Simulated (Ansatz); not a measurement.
Cost and result for the atomization energy of BH$_{8}$NSi, SMILES `[BH3-][NH2+][SiH3]` (11 atoms, 10 bonds).

Cartesian coordinates in Å:
```
B 0.250 -1.282 -0.572
N -0.570 0.149 -0.456
Si 0.160 1.121 0.865
H 0.123 -1.808 0.514
H -0.273 -1.904 -1.470
H 1.398 -0.970 -0.810
H -0.523 0.625 -1.352
H -1.552 -0.051 -0.286
H 0.005 0.347 2.111
H 1.566 1.370 0.496
H -0.584 2.406 0.961
```

The species carries charge 0 and has multiplicity 1. Geometry: relaxed with PBE0-D4/def2-TZVP. Program: Ansatz. All runs use 4 threads of an Arm Neoverse V2 on a shared host. Times are those of one run each, without the atoms' runs, and a repeat can differ threefold. Electronic energies, without spin–orbit coupling; frozen cores. CCSD(T)/CBS adds CCSD(T) − MP2 in def2-TZVPP to the MP2 limit, and its time is that of the two runs behind it. T1 = 0.010. B3LYP takes the VWN-RPA correlation (the form of Gaussian; ORCA's B3LYP/G). HSE06 is the plane-wave form, built on full-range PBE exchange.

CCSD(T)/CBS is a level of theory with its own doubt, some kJ/mol a heavy atom from the limit and from the frozen cores, so smaller differences don't rank the functionals.

```json
{"level": "CCSD(T)/def2-SVP", "functions": "86", "wall time": "1 s"}
{"level": "BHLYP-D4/def2-TZVPP", "functions": "216", "wall time": "1.3 s"}
{"level": "PBE-D4/def2-TZVPP (with forces)", "functions": "216", "wall time": "1.4 s"}
{"level": "HSE06-D4/def2-TZVPP", "functions": "216", "wall time": "1.4 s"}
{"level": "CAM-B3LYP-D4/def2-TZVPP", "functions": "216", "wall time": "1.6 s"}
{"level": "B3LYP-D4/def2-TZVPP (with forces)", "functions": "216", "wall time": "2 s"}
{"level": "r2SCANh-D4/def2-TZVPP", "functions": "216", "wall time": "2.1 s"}
{"level": "B2PLYP/def2-TZVPP", "functions": "216", "wall time": "2.3 s"}
{"level": "ωB97X-V/def2-TZVPP", "functions": "216", "wall time": "3.9 s"}
{"level": "B97M-V/def2-TZVPP", "functions": "216", "wall time": "4.5 s"}
{"level": "MP2/def2-QZVPP", "functions": "424", "wall time": "9 s"}
{"level": "CCSD(T)/def2-TZVPP", "functions": "216", "wall time": "25 s"}
{"level": "CCSD(T)/CBS(def2)", "functions": "–", "wall time": "34 s"}
```

(1) What atomization energy does each give, and how far from CCSD(T)/CBS? (Best estimate.)

## Answers

(1) Computed: 
```json
{"level": "CCSD(T)/def2-SVP", "atomization (kJ/mol)": "3263.4", "difference from CCSD(T)/CBS": "-199.7", "per bond": "-20.0"}
{"level": "BHLYP-D4/def2-TZVPP", "atomization (kJ/mol)": "3429.4", "difference from CCSD(T)/CBS": "-33.7", "per bond": "-3.4"}
{"level": "PBE-D4/def2-TZVPP (with forces)", "atomization (kJ/mol)": "3459.2", "difference from CCSD(T)/CBS": "-3.9", "per bond": "-0.4"}
{"level": "HSE06-D4/def2-TZVPP", "atomization (kJ/mol)": "3437.8", "difference from CCSD(T)/CBS": "-25.3", "per bond": "-2.5"}
{"level": "CAM-B3LYP-D4/def2-TZVPP", "atomization (kJ/mol)": "3498.3", "difference from CCSD(T)/CBS": "35.2", "per bond": "3.5"}
{"level": "B3LYP-D4/def2-TZVPP (with forces)", "atomization (kJ/mol)": "3484.4", "difference from CCSD(T)/CBS": "21.3", "per bond": "2.1"}
{"level": "r2SCANh-D4/def2-TZVPP", "atomization (kJ/mol)": "3446.8", "difference from CCSD(T)/CBS": "-16.3", "per bond": "-1.6"}
{"level": "B2PLYP/def2-TZVPP", "atomization (kJ/mol)": "3433.7", "difference from CCSD(T)/CBS": "-29.4", "per bond": "-2.9"}
{"level": "ωB97X-V/def2-TZVPP", "atomization (kJ/mol)": "3482.1", "difference from CCSD(T)/CBS": "19.0", "per bond": "1.9"}
{"level": "B97M-V/def2-TZVPP", "atomization (kJ/mol)": "3468.8", "difference from CCSD(T)/CBS": "5.7", "per bond": "0.6"}
{"level": "MP2/def2-QZVPP", "atomization (kJ/mol)": "3417.2", "difference from CCSD(T)/CBS": "-45.9", "per bond": "-4.6"}
{"level": "CCSD(T)/def2-TZVPP", "atomization (kJ/mol)": "3383.5", "difference from CCSD(T)/CBS": "-79.6", "per bond": "-8.0"}
{"level": "CCSD(T)/CBS(def2)", "atomization (kJ/mol)": "3463.1", "difference from CCSD(T)/CBS": "0.0", "per bond": "0.0"}
```

From PBE to PBE0 (25 % exact exchange), in def2-TZVPP and without D4, the atomization energy moves by −20.0 kJ/mol: exact exchange takes away binding that semilocal exchange gives to molecules. At CCSD(T), def2-SVP lies −199.7 kJ/mol from the extrapolated value and def2-TZVPP −79.6 kJ/mol: correlation converges slowly with the basis, and small sets miss more of it in the bonded molecule than in its fragments. The D4 term adds +28.6 kJ/mol with B3LYP and +14.8 kJ/mol with PBE0; it sums over pairs of atoms, weighted by their polarisabilities, and B3LYP, whose exchange is more repulsive, gets the larger term.
